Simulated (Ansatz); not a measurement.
Zinc-blende BeTe, treated with Hartree–Fock (plane waves, PAW; Ansatz, an electronic-structure program).

Output (set-up and result lines):

```
WARN output.stress: scf.exx.energy_threshold = 1e-6 eV is looser than the 2e-8 eV advised for a stress under a hybrid functional (1e-8 eV for each atom of the …
Crystal: 2 atoms, lattice volume = 44.305 Å³
Basis set: ecut = 460 eV, 965 PW (Γ), exchange–correlation on 60×60×60 points (8 copies of the dense FFT grid, shifted against one another)
Bands: 13, of which v1, the nominal top of the filled ones, is band 9 counted from 1 (8 counted from 0)
Symmetry: 24 space group operations
Space group: F-43m (ITA 216), of the structure as read, at distance tolerance 3.5e-5 Å
k-points: 29 of 512 (time reversal used)
Functional: x = pbe(κ = 0.804, μ = 0.2195149727645171), c = none, warm-up for x = 0 pbe(κ = 0.804, μ = 0.2195149727645171) + 1 exact, c = none
SCF iter   1: F=—  HF=-6993.361902 eV  |F-HF|=—  |Δ(HF+E_count)|=         —  Δρ=3.95e-3  dr2=6.27e-3
SCF iter   2: F=—  HF=-6993.359309 eV  |F-HF|=—  |Δ(HF+E_count)|=   2.59e-3  Δρ=1.41e-3  dr2=9.82e-4
  ...
Crystal: 2 atoms, lattice volume = 44.305 Å³
Initial density: handed on by an earlier stage of this run
Functional: x = 0 pbe(κ = 0.804, μ = 0.2195149727645171) + 1 exact, c = none
Crystal: 2 atoms, lattice volume = 44.305 Å³
Crystal: 2 atoms, lattice volume = 44.305 Å³
SCF 4 converged in 5 iterations: F = -7009.489787 eV  dr2 = 3.73e-11
Crystal: 2 atoms, lattice volume = 44.305 Å³
SCF iter   2: F=—  HF=-7009.489787 eV  |F-HF|=—  |Δ(HF+E_count)|=   1.28e-9  Δρ=1.07e-6  dr2=5.03e-10
SCF iter   3: F=-7009.489787 eV  HF=-7009.489787 eV  |F-HF|=4.91e-11  |Δ(HF+E_count)|=  1.38e-10  Δρ=2.34e-7  dr2=9.81e-11
SCF 5 converged in 3 iterations: F = -7009.489787 eV  dr2 = 9.81e-11
Free energy (F): -7009.489787 eV
Internal energy: -7009.489787 eV  (E = F + TS)
E sigma→0 (E₀):  -7009.489787 eV
Fermi energy:    9.486373 eV
--- Stress (GPa, compression-positive) ---
        5.446304       0.000000       0.000000
        0.000000       5.446304      -0.000000
        0.000000      -0.000000       5.446304
  P = ⅓ Tr σ = 5.4463 GPa (54.463 kbar)
```

Question: Write an input file that could have produced this run (the log leaves some choices open).

Answer: Several could match; the one computed here: 
Ansatz 0.2 input:
```yaml
crystal:
  lattice:
    - [0.0, -2.8085, 2.8085]
    - [2.8085, -2.8085, 0.0]
    - [2.8085, 0.0, 2.8085]
  atoms:
    - { symbol: Be, position: [0.0, 0.0, 0.0] }
    - { symbol: Te, position: [0.25, 0.25, 0.25] }
basis:
  ecutwfc: 460
  ecutrho_ratio: 4
  xc_grid: 2
kpoints:
  mp_grid: { grid: [8, 8, 8] }
hamiltonian:
  xc: hf
  dispersion: none
  pseudopotentials: { kind: paw }
scf:
  occupations: { method: fermi_dirac, width: 0.01 }
  convergence: { dr2_threshold: 0.0000000002 }
output:
  forces: true
  stress: true
  eigenvalues: true
```

The PAW data were made under PBE.

Note: cell and atoms aren't relaxed at this level (pressure 5.4 GPa).
